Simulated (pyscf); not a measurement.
5 gas-phase steps of one pattern: hydrogen abstraction on the doublet surface, H–H broken and Ge–H or H–Si formed. Optimised with ωB97X-D3(BJ)/def2-SVP in PySCF. Electronic energies in kJ/mol, from the separated reactants; ΔE‡ and ΔE at ωB97M-D3(BJ)/def2-TZVP. Rows were drawn at random from the steps of this pattern with a verified saddle, stable references and no exit in the data more than 5 kcal/mol lower.

```
row                                        step     ΔE    ΔE‡
---  ------------------------------------------  -----  -----
1       F–SiH•–O–SiH₃ + H₂ → F–SiH₂–O–SiH₃ + H•  +32.5   58.1
2          H₂N–SiH•–Cl + H₂ -> H₂N–SiH₂–Cl + H•  +41.4   63.2
3    F–SiH₂–NH–SiH₂• + H₂ → F–SiH₂–NH–SiH₃ + H•  +47.9   67.6
4             Br–SiH•–Br + H₂ → Br–SiH₂–Br + H•  +57.5      ?
5                 F–GeH•–F + H₂ → F–GeH₂–F + H•  +84.2  100.0
```

Q: Fit ΔE‡ = a + b·ΔE to the other rows and predict row 4.

A: Over the 4 complete rows the means are +51.5 (ΔE) and 72.2 (ΔE‡); least squares gives b = 0.83 and a = 29.5 kJ/mol, with residuals of 1.2 kJ/mol (root mean square; largest 1.7, row 3). For row 4: 29.5 + 0.83 × (+57.5) = 77.2 kJ/mol. The computed barrier is 75.7 kJ/mol, 1.5 under the line. The line follows these rows closely. A slope of 0.83 suggests late, product-like saddles. Each barrier is that of the saddle found. Elements up to Kr have no core potential and no relativistic terms here.
